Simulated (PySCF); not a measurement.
PySCF input (M06-L/def2-TZVPD):

```python
from pyscf import gto, scf, dft

mol = gto.M(
    atom='''
    Si    0.21612307    0.20976238    0.22258598
    F    -0.72085928   -0.74673103    1.07691475
    F    -0.71439787    1.11947221   -0.68804678
    F     1.09906570   -0.69903821   -0.73511283
    ''',
    basis='def2-tzvpd',
    charge=0,
    spin=1,
    verbose=4,
)

mf = dft.UKS(mol, xc='m06l').density_fit(auxbasis='def2-universal-jkfit')
mf.grids.level = 4
mf.conv_tol = 1e-9
mf.max_cycle = 100
mf.max_memory = 1500
mf.kernel()
if not mf.converged:
    mf = mf.newton()
    mf.kernel(mf.make_rdm1())
for _ in range(2):
    mo, _, stable, _ = mf.stability(return_status=True)
    if stable:
        break
    mf.kernel(mf.make_rdm1(mo, mf.mo_occ))
mf.analyze()
```

End of the output:

```
Extra cycle  E= -589.25242833879  delta_E= -9.09e-13  |g|= 4.53e-06  |ddm|= 8.75e-06
converged SCF energy = -589.25242833879  <S^2> = 0.7517124  2S+1 = 2.0017117
uhf_internal: lowest eigs of H = [0.72770885 0.77374012 0.78051626]
<class 'pyscf.df.df_jk.DFUKS'> wavefunction is stable in the internal stability analysis
**** SCF Summaries ****
Total Energy =                        -589.252428338789741
Nuclear Repulsion Energy =             176.000922731733510
One-electron Energy =                -1169.992495983601657
Two-electron Energy =                  404.739144913078349
Two-electron Coulomb Energy =          457.204471015295553
DFT Exchange-Correlation Energy =      -52.465326102217233
HOMO-LUMO gap [eV] =                     2.384296905702942
**** MO energy ****
                             alpha | beta                alpha | beta
MO #1   energy= -65.9377331737305  | -65.9337932117602  occ= 1 | 1
MO #2   energy= -24.5227075645165  | -24.520111293047   occ= 1 | 1
MO #3   energy= -24.5226941032987  | -24.5200980265462  occ= 1 | 1
MO #4   energy= -24.5226774426639  | -24.5200813313895  occ= 1 | 1
MO #5   energy= -5.34342891858053  | -5.34067364423125  occ= 1 | 1
MO #6   energy= -3.65399554813507  | -3.65058364518691  occ= 1 | 1
MO #7   energy= -3.65359487622936  | -3.65058339070827  occ= 1 | 1
MO #8   energy= -3.65359451582092  | -3.64656687346074  occ= 1 | 1
MO #9   energy= -1.2176591709705   | -1.2117086867111   occ= 1 | 1
MO #10  energy= -1.19493223315204  | -1.18904926970264  occ= 1 | 1
MO #11  energy= -1.19491582199948  | -1.18903369004377  occ= 1 | 1
MO #12  energy= -0.556286144452628 | -0.544098912848632 occ= 1 | 1
MO #13  energy= -0.485612342640673 | -0.478910211289668 occ= 1 | 1
MO #14  energy= -0.48560458311219  | -0.478901744656641 occ= 1 | 1
MO #15  energy= -0.454577455571382 | -0.442445148960398 occ= 1 | 1
MO #16  energy= -0.430298742524968 | -0.42565324425937  occ= 1 | 1
MO #17  energy= -0.430293576054505 | -0.425646201149505 occ= 1 | 1
MO #18  energy= -0.408175221937182 | -0.403529838881641 occ= 1 | 1
MO #19  energy= -0.408166569389249 | -0.403520657635525 occ= 1 | 1
MO #20  energy= -0.391633509363177 | -0.388658721203724 occ= 1 | 1
MO #21  energy= -0.247812040566785 | -0.160190744689004 occ= 1 | 0
MO #22  energy= 0.00447693105305318 | 0.023028887905006  occ= 0 | 0
MO #23  energy= 0.00850667154902923 | 0.0300862197120961 occ= 0 | 0
MO #24  energy= 0.00850703339438065 | 0.0300871220791162 occ= 0 | 0
MO #25  energy= 0.0450545578228    | 0.0843131400033762 occ= 0 | 0
MO #26  energy= 0.0630427326790219 | 0.0844702735695466 occ= 0 | 0
MO #27  energy= 0.063043297979536  | 0.0844704210204533 occ= 0 | 0
MO #28  energy= 0.0895663777934416 | 0.1104761810155    occ= 0 | 0
MO #29  energy= 0.0895671558312492 | 0.110477316124331  occ= 0 | 0
MO #30  energy= 0.101778201306421  | 0.124012597259898  occ= 0 | 0
MO #31  energy= 0.111837179125437  | 0.146939536531282  occ= 0 | 0
MO #32  energy= 0.122235878959792  | 0.146940904206427  occ= 0 | 0
MO #33  energy= 0.122236745880263  | 0.153925359698821  occ= 0 | 0
MO #34  energy= 0.1489974919181    | 0.179037193921371  occ= 0 | 0
MO #35  energy= 0.166023020831342  | 0.180002693495115  occ= 0 | 0
MO #36  energy= 0.166024931510684  | 0.202594206336728  occ= 0 | 0
MO #37  energy= 0.166067146120128  | 0.202594798180191  occ= 0 | 0
MO #38  energy= 0.176117489322958  | 0.237417050596786  occ= 0 | 0
MO #39  energy= 0.176117844097247  | 0.23742071466111   occ= 0 | 0
MO #40  energy= 0.277056532560916  | 0.297144359761989  occ= 0 | 0
MO #41  energy= 0.311517022423535  | 0.325714526366013  occ= 0 | 0
MO #42  energy= 0.331472048724254  | 0.344609369456365  occ= 0 | 0
MO #43  energy= 0.331485035668994  | 0.344618271488601  occ= 0 | 0
MO #44  energy= 0.354469776673356  | 0.365990151268414  occ= 0 | 0
MO #45  energy= 0.358038571751214  | 0.365996893306109  occ= 0 | 0
MO #46  energy= 0.358044191424777  | 0.388762087980224  occ= 0 | 0
MO #47  energy= 0.365227234893301  | 0.388772539784148  occ= 0 | 0
MO #48  energy= 0.365228178900766  | 0.396032343956558  occ= 0 | 0
MO #49  energy= 0.426244067707681  | 0.441102709212285  occ= 0 | 0
MO #50  energy= 0.478482603903122  | 0.484344786506443  occ= 0 | 0
MO #51  energy= 0.478485503575244  | 0.490317958743306  occ= 0 | 0
MO #52  energy= 0.493229428283356  | 0.490320083027958  occ= 0 | 0
MO #53  energy= 0.590137041248189  | 0.579726649506289  occ= 0 | 0
MO #54  energy= 0.59013875258913   | 0.579728457336256  occ= 0 | 0
MO #55  energy= 0.591059929197261  | 0.581786020613396  occ= 0 | 0
MO #56  energy= 0.609108426952742  | 0.607751402032181  occ= 0 | 0
MO #57  energy= 0.609114072639283  | 0.607760891195064  occ= 0 | 0
MO #58  energy= 0.617666758112589  | 0.624248271864156  occ= 0 | 0
MO #59  energy= 0.617669628777367  | 0.624250131434179  occ= 0 | 0
MO #60  energy= 0.618821724113192  | 0.627464066653309  occ= 0 | 0
MO #61  energy= 0.657002457067214  | 0.661791260955181  occ= 0 | 0
MO #62  energy= 0.676196655415721  | 0.678880369816942  occ= 0 | 0
MO #63  energy= 0.67619894011666   | 0.678882495476472  occ= 0 | 0
MO #64  energy= 0.712438477856131  | 0.715193165401189  occ= 0 | 0
MO #65  energy= 0.712441499828057  | 0.715195317430029  occ= 0 | 0
MO #66  energy= 0.75789079985529   | 0.757574293801338  occ= 0 | 0
MO #67  energy= 0.89110204744806   | 0.886292553119629  occ= 0 | 0
MO #68  energy= 0.891110856006313  | 0.886302262774956  occ= 0 | 0
MO #69  energy= 0.921668928873603  | 0.918830374235657  occ= 0 | 0
MO #70  energy= 0.921679454612914  | 0.918832286606813  occ= 0 | 0
MO #71  energy= 0.953580767434809  | 0.951130460740243  occ= 0 | 0
MO #72  energy= 0.987446335330364  | 0.985872384433655  occ= 0 | 0
MO #73  energy= 0.987493179643116  | 0.990963201514506  occ= 0 | 0
MO #74  energy= 1.02380725988929   | 1.01762051267993   occ= 0 | 0
MO #75  energy= 1.02382494238374   | 1.03440718709258   occ= 0 | 0
MO #76  energy= 1.03281303761729   | 1.03441612013378   occ= 0 | 0
MO #77  energy= 1.03688527083782   | 1.04119145825014   occ= 0 | 0
MO #78  energy= 1.03689154708432   | 1.04119529473409   occ= 0 | 0
MO #79  energy= 1.05383206025184   | 1.05314007688343   occ= 0 | 0
MO #80  energy= 1.05384593740786   | 1.0531508672874    occ= 0 | 0
MO #81  energy= 1.1450973009191    | 1.13523079680285   occ= 0 | 0
MO #82  energy= 1.19909823854168   | 1.18279511593129   occ= 0 | 0
MO #83  energy= 1.35414184359644   | 1.35132638180264   occ= 0 | 0
MO #84  energy= 1.35416753471006   | 1.35135393406649   occ= 0 | 0
MO #85  energy= 1.37216530144905   | 1.36646125357993   occ= 0 | 0
MO #86  energy= 1.37217474699402   | 1.36646692436472   occ= 0 | 0
MO #87  energy= 1.38995549051204   | 1.39265052378417   occ= 0 | 0
MO #88  energy= 1.53034757204895   | 1.52943220579194   occ= 0 | 0
MO #89  energy= 1.53040986705414   | 1.52949258741561   occ= 0 | 0
MO #90  energy= 1.56070544320766   | 1.53573550186207   occ= 0 | 0
MO #91  energy= 1.61486308579984   | 1.61383476911546   occ= 0 | 0
MO #92  energy= 1.82446601663954   | 1.80667910692828   occ= 0 | 0
MO #93  energy= 1.82447128281377   | 1.8066832434535    occ= 0 | 0
MO #94  energy= 2.23558632008894   | 2.23616268136766   occ= 0 | 0
MO #95  energy= 2.25173253213686   | 2.25362587816007   occ= 0 | 0
MO #96  energy= 2.25174175243476   | 2.25363601800072   occ= 0 | 0
MO #97  energy= 2.2762964024832    | 2.27717194841981   occ= 0 | 0
MO #98  energy= 2.29477691597636   | 2.29797087928633   occ= 0 | 0
MO #99  energy= 2.29478265177936   | 2.29797581866855   occ= 0 | 0
MO #100 energy= 2.46823717496837   | 2.47305662209795   occ= 0 | 0
MO #101 energy= 2.52309113778837   | 2.52372137797321   occ= 0 | 0
MO #102 energy= 2.52311747444929   | 2.52375033658826   occ= 0 | 0
MO #103 energy= 2.58355665054177   | 2.58705097896296   occ= 0 | 0
MO #104 energy= 2.58700645650571   | 2.58709640163648   occ= 0 | 0
[...]
```

It need not be the lowest isomer of its formula.
